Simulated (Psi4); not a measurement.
**SiH3O (SMILES O[SiH2]), step by step**

Wanted: a geometry optimisation (U-wB97X-D/6-31G*), then the harmonic vibrations, then the energy (UMP2/cc-pVTZ), then the excited states (TD-wB97X-D/6-31G*) of SiH3O. 

The results are computed with Psi4 1.11.

### 1 The structure to begin with

SiH3O has 5 atoms, charge 0, and is taken as a doublet. As SMILES, `O[SiH2]`. The shape is that of a GFN2-xTB optimisation. This is one conformer, not always the lowest. The run starts from this shape.

Bond lengths: O1–Si2 1.639 Å, O1–H3 0.952 Å, Si2–H4 1.458 Å, Si2–H5 1.448 Å. Angles: O1–Si2–H4 110.9°, O1–Si2–H5 101.7°, Si2–O1–H3 122.7°, H4–Si2–H5 117.6°.

### 2 A structure relaxation at U-wB97X-D/6-31G(d) (density fitting, Cartesian functions) (run 1)

Contents of calc.inp:

```
memory 1.6 GB

molecule system {
  0 2
  O      0.557310    -0.433760     0.798460
  Si     0.001930     0.341950    -0.533940
  H      0.725690    -1.370660     0.814800
  H     -1.244820    -0.253580    -1.000760
  H     -0.040110     1.716040    -0.078560
}

set {
  basis 6-31G*
  reference uks
  geom_maxiter 60
}

optimize('wb97x-d')
```

Run with:

```
$ psi4 -n 1 calc.inp calc.out
```

calc.out:

```text
Psi4 1.11 release

gradient() will perform analytic gradient computation.

   => Loading Basis Set <=

    Name: 6-31G*
    Role: ORBITAL
    Keyword: BASIS

   => WB97X-D: Empirical Dispersion <=

    Chai and Head-Gordon Dispersion Correction

        s6 =       1.000000

         ---------------------------------------------------------
                                   SCF
                              UKS Reference
                        1 Threads,   1525 MiB Core
         ---------------------------------------------------------

  ==> Geometry <==

    Molecular point group: c1
    Full point group: C1

    Geometry (in Angstrom), charge = 0, multiplicity = 2:

       Center              X                  Y                   Z               Mass
    ------------   -----------------  -----------------  -----------------  -----------------
         O            0.378472917195    -0.491665221588     0.850237298216    15.994914619570
         SI          -0.176907082805     0.284044778412    -0.482162701784    27.976926534650
         H            0.546852917195    -1.428565221588     0.866577298216     1.007825032230
         H           -1.423657082805    -0.311485221588    -0.948982701784     1.007825032230
         H           -0.218947082805     1.658134778412    -0.026782701784     1.007825032230

  Running in c1 symmetry.

  Rotational constants: A =      3.85162  B =      0.51456  C =      0.47429 [cm^-1]
  Rotational constants: A = 115468.65397  B =  15426.06074  C =  14218.99143 [MHz]
  Nuclear repulsion =   58.013667488630723

  Charge       = 0
  Multiplicity = 2
  Electrons    = 25
  Nalpha       = 13
  Nbeta        = 12

  ==> Algorithm <==

  SCF Algorithm Type is DF.
  DIIS enabled.
  MOM disabled.
  Fractional occupation disabled.
  Guess Type is SAD.
  Energy threshold   = 1.00e-08
  Density threshold  = 1.00e-08
  Integral threshold = 1.00e-12

  ==> Primary Basis <==

  Basis Set: 6-31G*
    Blend: 6-31G*
    Number of shells: 20
    Number of basis functions: 40
    Number of Cartesian functions: 40
    Spherical Harmonics?: false
    Max angular momentum: 2

  ==> DFT Potential <==

   => LibXC <=

    Version 7.1.2

   => Composite Functional: WB97X-D <=

    wB97X-D Hyb-GGA Exchange-Correlation Functional

    Deriv               =              1
    GGA                 =           TRUE
    Meta                =          FALSE

    Exchange Hybrid     =           TRUE
    MP2 Hybrid          =          FALSE

   => Exchange-Correlation Functionals <=

    1.0000   wB97X-D range-separated functional

   => Exact (HF) Exchange <=

    0.7780            HF,LR [omega = 0.2000]
    0.2220               HF

   => LibXC Density Thresholds  <==

    XC_HYB_GGA_XC_WB97X_D:  1.00E-14

   => Molecular Quadrature <=

    Radial Scheme          =       TREUTLER
    Pruning Scheme         =           NONE
    Nuclear Scheme         =       TREUTLER

    Blocking Scheme        =         OCTREE
    BS radius alpha        =              1
    Pruning alpha          =              1
    Radial Points          =             75
    Spherical Points       =            302
    Total Points           =         109204
    Total Blocks           =            867
    Max Points             =            256
    Max Functions          =             40
    Weights Tolerance      =       1.00E-15

   => Loading Basis Set <=

    Name: (6-31G* AUX)
    Role: JKFIT
    Keyword: DF_BASIS_SCF

  ==> Integral Setup <==

  DFHelper Memory: AOs need 0.011 GiB; user supplied 1.000 GiB.
  SCF_SUBTYPE=INCORE selected. In-core MEM_DF algorithm will be used.
  Using in-core AOs.

  ==> MemDFJK: Density-Fitted J/K Matrices <==

    J tasked:                   Yes
    K tasked:                   Yes
    wK tasked:                  Yes
    Omega:                2.000E-01
    Memory [MiB]:              1023
    Algorithm:                 Core
    Schwarz Cutoff:           1E-12
    Mask sparsity (%):       0.1250
    Fitting Condition:        1E-10

   => Auxiliary Basis Set <=

  Basis Set: (6-31G* AUX)
    Blend: CC-PVDZ-JKFIT
    Number of shells: 87
    Number of basis functions: 286
    Number of Cartesian functions: 286
    Spherical Harmonics?: false
    Max angular momentum: 3

  Cached 100.0% of DFT collocation blocks in 0.118 [GiB].

  Minimum eigenvalue in the overlap matrix is 9.5491584958E-03.
  Reciprocal condition number of the overlap matrix is 1.7564302200E-03.
    Using symmetric orthogonalization.

  ==> Pre-Iterations <==

  SCF Guess: Superposition of Atomic Densities via on-the-fly atomic UHF (no occupation information).

   -------------------------
    Irrep   Nso     Nmo
   -------------------------
     A         40      40
   -------------------------
    Total      40      40
   -------------------------

  ==> Iterations <==

                           Total Energy        Delta E     RMS |[F,P]|

[... 1 line left out ...]
   @DF-UKS iter   1:  -366.31340669081357   -4.31679e-01   1.41557e-02 ADIIS/DIIS
[... 3 lines left out ...]
   @DF-UKS iter   5:  -366.43627242803245   -5.40128e-05   3.97031e-05 DIIS
[... 3 lines left out ...]
   @DF-UKS iter   9:  -366.43627842559158   -7.01249e-09   3.20760e-07 DIIS
[... 3 lines left out ...]
  Energy and wave function converged.
[... 11 lines left out ...]
   @S   Expected:                5.000000000E-01
[... 48 lines left out ...]
    Nuclear Repulsion Energy =             58.0136674886307233
[... 3 lines left out ...]
    Empirical Dispersion Energy =          -0.0006076784800983
[... 26 lines left out ...]
 Dipole Y            :         -0.4404806           -0.0729633           -0.5134439
[... 125 lines left out ...]
	Measures of convergence in internal coordinates in au.
[... 139 lines left out ...]
                           Total Energy        Delta E     RMS |[F,P]|
[... 4 lines left out ...]
   @DF-UKS iter   3:  -366.43916973493913   -1.71411e-05   7.48010e-05 DIIS
[... 3 lines left out ...]
   @DF-UKS iter   7:  -366.43917660085810   -2.91353e-08   3.99036e-07 DIIS
[... 3 lines left out ...]
  Energy and wave function converged.
[... 11 lines left out ...]
   @S   Expected:                5.000000000E-01
[... 13 lines left out ...]
    Nuclear Repulsion Energy =             57.1641943883202543
[... 3 lines left out ...]
    Empirical Dispersion Energy =          -0.0006202679377706
[... 26 lines left out ...]
 Dipole Y            :         -0.5104639           -0.0151772           -0.5256411
[... 93 lines left out ...]
	Measures of convergence in internal coordinates in au.
[... 96 lines left out ...]
                           Total Energy        Delta E     RMS |[F,P]|
[... 4 lines left out ...]
   @DF-UKS iter   3:  -366.43959825739483   -6.33001e-06   3.57242e-05 DIIS
[... 3 lines left out ...]
   @DF-UKS iter   7:  -366.43960052399484   -4.65587e-09   1.84572e-07 DIIS
[... 3 lines left out ...]
  Energy and wave function converged.
[... 11 lines left out ...]
   @S   Expected:                5.000000000E-01
[... 13 lines left out ...]
    Nuclear Repulsion Energy =             57.0007202943001019
[... 3 lines left out ...]
    Empirical Dispersion Energy =          -0.0006281868185071
[... 26 lines left out ...]
 Dipole Y            :         -0.5373667            0.0060011           -0.5313656
[... 93 lines left out ...]
	Measures of convergence in internal coordinates in au.
[... 96 lines left out ...]
                           Total Energy        Delta E     RMS |[F,P]|
[... 4 lines left out ...]
   @DF-UKS iter   3:  -366.43965687126382   -1.85132e-06   1.32938e-05 DIIS
[... 3 lines left out ...]
   @DF-UKS iter   7:  -366.43965721283206   -5.39387e-10   8.50334e-08 DIIS
[... 11 lines left out ...]
   @Spin Contamination Metric:   1.509345235E-03
[... 3 lines left out ...]
   @S   Observed:                5.000000000E-01
[... 13 lines left out ...]
    One-Electron Energy =                -619.8144423691302336
[... 3 lines left out ...]
    VV10 Nonlocal Energy =                  0.0000000000000000
[... 26 lines left out ...]
 Dipole Z            :         -0.0106182           -0.2491308           -0.2597490
[... 97 lines left out ...]
	   Step    Total Energy     Delta E     Max Force     RMS Force      Max Disp      RMS Disp
[... 93 lines left out ...]
   @DF-UKS iter   0:  -366.43957810028559   -3.66440e+02   1.10900e-04
[... 3 lines left out ...]
   @DF-UKS iter   4:  -366.43966477123956   -4.16770e-09   5.72272e-07 DIIS
[... 3 lines left out ...]
   @DF-UKS iter   8:  -366.43966477193624   -1.70530e-12   4.51381e-09 DIIS
[... 11 lines left out ...]
   @S^2 Observed:                7.515128747E-01
[... 10 lines left out ...]
  @DF-UKS Final Energy:  -366.43966477193624
[... 6 lines left out ...]
    DFT Exchange-Correlation Energy =     -21.8857859637577512
[... 26 lines left out ...]
 Dipole X            :          1.2296958           -1.2466341           -0.0169383
[... 92 lines left out ...]
	                                 ==> Convergence Check <==
[... 78 lines left out ...]
    Weights Tolerance      =       1.00E-15
[... 23 lines left out ...]
   @DF-UKS iter   2:  -366.43966566536062   -1.15622e-07   5.75433e-06 DIIS
[... 3 lines left out ...]
   @DF-UKS iter   6:  -366.43966569736091   -1.75419e-10   5.83754e-08 DIIS
[... 11 lines left out ...]
   @Spin Contamination Metric:   1.514633734E-03
[... 3 lines left out ...]
   @S   Observed:                5.000000000E-01
[... 36 lines left out ...]
    Final Occupation by Irrep:
              A
    DOCC [    12 ]
    SOCC [     1 ]
    NA   [    13 ]
    NB   [    12 ]

  @DF-UKS Final Energy:  -366.43966569738052

   => Energetics <=

    Nuclear Repulsion Energy =             56.9758687665441528
    One-Electron Energy =                -619.8041398688487789
    Two-Electron Energy =                 218.2748643827893602
    DFT Exchange-Correlation Energy =     -21.8856273523578864
    Empirical Dispersion Energy =          -0.0006316255073407
    VV10 Nonlocal Energy =                  0.0000000000000000
    Total Energy =                       -366.4396656973805193

  UHF NO Occupations:
  HONO-2 :   11  A 1.9999091
  HONO-1 :   12  A 1.9994297
  HONO-0 :   13  A 1.0000000
  LUNO+0 :   14  A 0.0005703
  LUNO+1 :   15  A 0.0000909
  LUNO+2 :   16  A 0.0000611
  LUNO+3 :   17  A 0.0000203

Computation Completed

Properties will be evaluated at   0.000000,   0.000000,   0.000000 [a0]

Properties computed using the SCF density matrix

 Multipole Moments:

 ------------------------------------------------------------------------------------
     Multipole            Electronic (a.u.)      Nuclear  (a.u.)        Total (a.u.)
 ------------------------------------------------------------------------------------

 L = 1.  Multiply by 2.5417464519 to convert [e a0] to [Debye]
 Dipole X            :          1.2286026           -1.2485663           -0.0199637
 Dipole Y            :         -0.5248121            0.0015918           -0.5232203
 Dipole Z            :         -0.0181816           -0.2503988           -0.2685804
 Magnitude           :                                                    0.5884671

 ------------------------------------------------------------------------------------

	total time  =          4 seconds =       0.07 minutes

         ------------------------------------------------------------
                                   SCF GRAD
         ------------------------------------------------------------

  ==> Geometry <==

    Molecular point group: c1
    Full point group: C1

    Geometry (in Angstrom), charge = 0, multiplicity = 2:

       Center              X                  Y                   Z               Mass
    ------------   -----------------  -----------------  -----------------  -----------------
         O            0.371527899658    -0.494256713344     0.881306839377    15.994914619570
         SI          -0.164500707662     0.282659867129    -0.494488694186    27.976926534650
         H            0.479968899998    -1.448146589141     0.809170250611     1.007825032230
         H           -1.479322595721    -0.262466605891    -0.963958944599     1.007825032230
         H           -0.330572410294     1.708271114996    -0.105329651596     1.007825032230

  Nuclear repulsion =   56.975868766544153

   => Molecular Quadrature <=

    Radial Scheme          =       TREUTLER
    Pruning Scheme         =           NONE
    Nuclear Scheme         =       TREUTLER

    Blocking Scheme        =         OCTREE
    BS radius alpha        =              1
    Pruning alpha          =              1
    Radial Points          =             75
    Spherical Points       =            302
    Total Points           =         109232
    Total Blocks           =            857
    Max Points             =            256
    Max Functions          =             40
    Weights Tolerance      =       1.00E-15

  -Total Gradient:
     Atom            X                  Y                   Z
    ------   -----------------  -----------------  -----------------
       1       -0.000067927447     0.000034419956     0.000039058002
       2        0.000094369718    -0.000091534725     0.000121649701
       3        0.000071172019    -0.000033378466     0.000034374946
       4        0.000097018343     0.000033529555     0.000043893232
       5        0.000055004615    -0.000044354878     0.000073742362

	total time  =          1 seconds =       0.02 minutes

    			-----------------------------------------

    			 OPTKING 3.0: for geometry optimizations

    			        with contributions from

    			-----------------------------------------

	                            ===> Fragment 1 <==

	 Z (Atomic Numbers)          Masses                          Geom
	       8.000000            15.994915          0.70208598 -0.93400982  1.66542856
	      14.000000            27.976927         -0.31086128  0.53414974 -0.93444820
	       1.000000             1.007825          0.90700977 -2.73660044  1.52911016
	       1.000000             1.007825         -2.79551456 -0.49599000 -1.82161840
	       1.000000             1.007825         -0.62469132  3.22816456 -0.19904419

	 - Coordinate -           - BOHR/RAD -       - ANG/DEG -
	 R(1,2)           =         3.152921           1.668454
	 R(1,3)           =         1.819316           0.962740
	 R(2,4)           =         2.832271           1.498773
[... 6 lines of this table left out ...]
	 D(3,1,2,5)       =        -3.202258        -183.475859

	        --- Internal Coordinate Step in ANG or DEG, aJ/ANG or AJ/DEG ---
	-------------------------------------------------------------------------------
	           Coordinate      Previous         Force          Change          New
	           ----------      --------        ------          ------        ------
	               R(1,2)       1.66845        0.00083        0.00022       1.66868
	               R(1,3)       0.96274       -0.00009        0.00001       0.96275
	               R(2,4)       1.49877        0.00030        0.00011       1.49888
[... 6 lines of this table left out ...]
	           D(3,1,2,5)    -183.47586       -0.00000       -0.17799    -183.65385
	-------------------------------------------------------------------------------

	                                 ==> Convergence Check <==

	Measures of convergence in internal coordinates in au.

	Criteria marked as inactive (o), active & met (*), and active & unmet ( ).

	----------------------------------------------------------------------------------------------
	   Step    Total Energy     Delta E     Max Force     RMS Force      Max Disp      RMS Disp
	----------------------------------------------------------------------------------------------
	  Convergence Criteria     1.00e-06 *    3.00e-04 *             o    1.20e-03 *             o
	----------------------------------------------------------------------------------------------
	     6    -366.43966570   -9.25e-07 *    1.00e-04 *    4.33e-05 o    3.69e-03      1.56e-03 o  ~
	----------------------------------------------------------------------------------------------

Next Geometry in Ang
	Fragment 1 (Ang)

	    O   0.3725425555  -0.4940706650   0.8809513566
	   Si  -0.1643896062   0.2830831387  -0.4946288938
	    H   0.4786324631  -1.4482618185   0.8091263102
	    H  -1.4789441648  -0.2633126151  -0.9637145429
	    H  -0.3307401615   1.7086230337  -0.1050344305

    Final optimized geometry and variables:
    Molecular point group: c1
    Full point group: C1

    Geometry (in Angstrom), charge = 0, multiplicity = 2:

    O            0.371527899658    -0.494256713344     0.881306839377
    SI          -0.164500707662     0.282659867129    -0.494488694186
    H            0.479968899998    -1.448146589141     0.809170250611
    H           -1.479322595721    -0.262466605891    -0.963958944599
    H           -0.330572410294     1.708271114996    -0.105329651596

    Psi4 run time: 0:00:33.43

[set-up sections that repeat, and orbital energies of the middle runs, are left out above]
```

The script printed:

```text
Optimizer: Optimization complete!
```

Run time: 35 s. Hardware: 1 thread of Intel Xeon Platinum 8375C at 2.90GHz (Ice Lake), shared host; peak memory 0.36 GiB.

Steps, from the record of the run:

```csv
step,energy from the first frame kept (eV),largest force (eV/Å)
0,0.0000,1.0475
1,-0.0789,0.3504
2,-0.0904,0.1135
3,-0.0919,0.0450
4,-0.0921,0.0246
5,-0.0922,0.0092
```

After the run. Bond lengths: O1–Si2 1.668 Å, O1–H3 0.963 Å, Si2–H4 1.499 Å, Si2–H5 1.487 Å. Angles: O1–Si2–H4 111.8°, O1–Si2–H5 105.5°, Si2–O1–H3 115.8°, H4–Si2–H5 109.4°.

### 3 The harmonic vibrations at U-wB97X-D/6-31G(d) (density fitting, Cartesian functions) (run 2)

Contents of job.py:

```python
import psi4

psi4.set_memory(1600000000)
psi4.set_num_threads(1)
psi4.core.set_output_file('output.dat', False)

m = psi4.geometry("""
0 2
O      0.550365    -0.436351     0.829530
Si     0.014336     0.340565    -0.546266
H      0.658806    -1.390241     0.757393
H     -1.300486    -0.204561    -1.015736
H     -0.151735     1.766176    -0.157107
units angstrom
symmetry c1
""")

psi4.set_options({
    'basis': '6-31G*',
    'reference': 'uks',
    't': 400.0,
    'rotational_symmetry_number': 1,
})

E, wfn = psi4.frequencies('wb97x-d', molecule=m, return_wfn=True)
print(f'total energy {E:.8f} hartree = {E * 27.211386:.5f} eV')
print('wavenumbers / cm^-1:', wfn.frequencies().np.round(1))
for k in ('ZPVE', 'ENTHALPY', 'GIBBS FREE ENERGY'):
    print(f'{k}: {psi4.variable(k):.8f} Eh')
for k, v in sorted(psi4.core.scalar_variables().items()):
    print(f'{k:45s} {v:18.10f}')
```

Run with:

```
$ python job.py
```

output.dat, shortened:

```text
[...]
  Running in c1 symmetry.
[...]
  Nuclear repulsion =   56.975864989620121
[...]
  Multiplicity = 2
[...]
  Nalpha       = 13
  Nbeta        = 12
[...]
    Number of basis functions: 40
[...]
   @DF-UKS iter   1:  -366.31925891656829   -4.89594e-01   1.39468e-02 ADIIS/DIIS
[...]
   @DF-UKS iter  12:  -366.43966541656488   -2.61480e-12   5.67463e-09 DIIS
[...]
   @S^2 Observed:                7.515145681E-01
[...]
  @DF-UKS Final Energy:  -366.43966541656488
   => Energetics <=
    Nuclear Repulsion Energy =             56.9798995324143434
    One-Electron Energy =                -619.8126270137937581
    Two-Electron Energy =                 218.2795276299541740
    DFT Exchange-Correlation Energy =     -21.8858336648480716
    Empirical Dispersion Energy =          -0.0006319002915681
    VV10 Nonlocal Energy =                  0.0000000000000000
    Total Energy =                       -366.4396654165648783
[...]
  ==> Harmonic Vibrational Analysis <==
[...]
  Freq [cm^-1]                 298.4145            690.2608            788.4273
[...]
  Freq [cm^-1]                 863.9743            916.4282            942.0473
[...]
  Freq [cm^-1]                2183.8496           2260.0246           3901.6589
[...]
```

Standard output:

```text
Warning: used thermodynamics relations inappropriate for low-frequency modes: ['298.4145']
total energy -366.43966572 hartree = -9971.33119 eV
wavenumbers / cm^-1: [ 298.4  690.3  788.4  864.   916.4  942.  2183.8 2260.  3901.7]
ZPVE: 0.02926326 Eh
ENTHALPY: -366.40361728 Eh
GIBBS FREE ENERGY: -366.44532288 Eh
CURRENT ENERGY                                   -366.4396657168
CURRENT REFERENCE ENERGY                         -366.4396657168
DD SOLVATION ENERGY                                 0.0000000000
DFT FUNCTIONAL TOTAL ENERGY                      -366.4390340913
DFT TOTAL ENERGY                                 -366.4396657168
DFT VV10 ENERGY                                     0.0000000000
DFT XC ENERGY                                     -21.8856273014
DISPERSION CORRECTION ENERGY                       -0.0006316255
ENTHALPY                                         -366.4036172776
ENTHALPY CORRECTION                                 0.0360484392
FINDIF NUMBER                                      25.0000000000
GIBBS FREE ENERGY                                -366.4453228765
GIBBS FREE ENERGY CORRECTION                       -0.0056571598
GRID ELECTRONS ALPHA                               12.9999972343
GRID ELECTRONS BETA                                11.9999974888
GRID ELECTRONS TOTAL                               24.9999947231
NUCLEAR REPULSION ENERGY                           56.9758649896
ONE-ELECTRON ENERGY                              -619.8041325108
PCM POLARIZATION ENERGY                             0.0000000000
PE ENERGY                                           0.0000000000
SCF ITERATION ENERGY                             -366.4396657168
SCF ITERATIONS                                     12.0000000000
SCF TOTAL ENERGY                                 -366.4396657168
THERMAL ENERGY                                   -366.4048840018
THERMAL ENERGY CORRECTION                           0.0347817150
TWO-ELECTRON ENERGY                               218.2748607313
ZERO K ENTHALPY                                  -366.4104024592
ZPVE                                                0.0292632576
```

Wall time 2 min (1 thread of Intel Xeon Platinum 8375C at 2.90GHz (Ice Lake), shared host); peak memory 0.36 GiB.

(Part 1 of 2 ends here.)
